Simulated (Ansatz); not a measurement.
# H3NOSi: how energies converge with the basis set

The task here is to estimate one member of a computed series from the others.

Program: Ansatz 0.2.0, Gaussian basis. Level of theory: one geometry, several basis sets. These are calculated values, not measurements.

Levels to be run: PBE0-D4/def2-SVP; ωB97M-V/def2-SVP; PBE0-D4/def2-QZVPP; ωB97M-V/def2-QZVPP; CCSD(T)/cc-pV(D+d)Z; CCSD(T)/cc-pV(T+d)Z; CCSD(T)/cc-pV(Q+d)Z; the functionals' def2-TZVPP values are taken from earlier runs.

**The relaxed structure**

An earlier PBE0-D4 in a triple-zeta def2 set relaxation fixed the geometry.

SMILES `N[Si]O`, 6 atoms, charge 0, spin multiplicity 1.

Atoms are counted from 1 here; the program's logs count them from 0.

Bond lengths: N1–Si2 1.716 Å, N1–H4 1.009 Å, N1–H5 1.010 Å, Si2–O3 1.656 Å, O3–H6 0.961 Å. Angles: Si2–N1–H4 120.1°, Si2–N1–H5 128.3°, H4–N1–H5 111.5°, N1–Si2–O3 102.6°, Si2–O3–H6 121.6°.

The first run:

The input, in.yaml:

```yaml
crystal:
  periodic: [false, false, false]
  atoms:
    - {symbol: N, position_ang: [-0.769979, 0.110339, -0.501302]}
    - {symbol: Si, position_ang: [0.653156, -0.840823, -0.626058]}
    - {symbol: O, position_ang: [1.503926, -0.399139, 0.723949]}
    - {symbol: H, position_ang: [-1.486934, 0.043785, -1.207508]}
    - {symbol: H, position_ang: [-1.019542, 0.772951, 0.219544]}
    - {symbol: H, position_ang: [1.161574, 0.249087, 1.345176]}
basis:
  gaussian: {orbitals: def2-SVP}
hamiltonian: {xc: pbe0, dispersion: d4}
output: {orbitals: {seedname: orbitals}}
```

On the command line:

```console
$ ansatz run in.yaml --threads 2 --pin off --events-out ev --progress --plain --max-ram 20480MiB --backend cpu
```

Steps of the session up to this table: PBE0-D4 in def2-SVP; ωB97M-V in def2-SVP; PBE0-D4 in def2-QZVPP; ωB97M-V in def2-QZVPP.

One of the session's tables, all rows but one given; the rest of the session is left out.

It belongs to the step «Functionals by basis». 

```
functional       basis  HOMO (eV)
   PBE0-D4    def2-SVP      -6.56
   PBE0-D4  def2-TZVPP      -6.75
   PBE0-D4  def2-QZVPP      -6.81
   ωB97M-V    def2-SVP      -8.68
   ωB97M-V  def2-TZVPP          ?
   ωB97M-V  def2-QZVPP      -8.97
```

Estimate the missing values for ωB97M-V, def2-TZVPP.

**Answer.** HOMO (eV): -8.90. In the column «HOMO (eV)» it lies between ωB97M-V, def2-QZVPP (-8.97) and ωB97M-V, def2-SVP (-8.68).
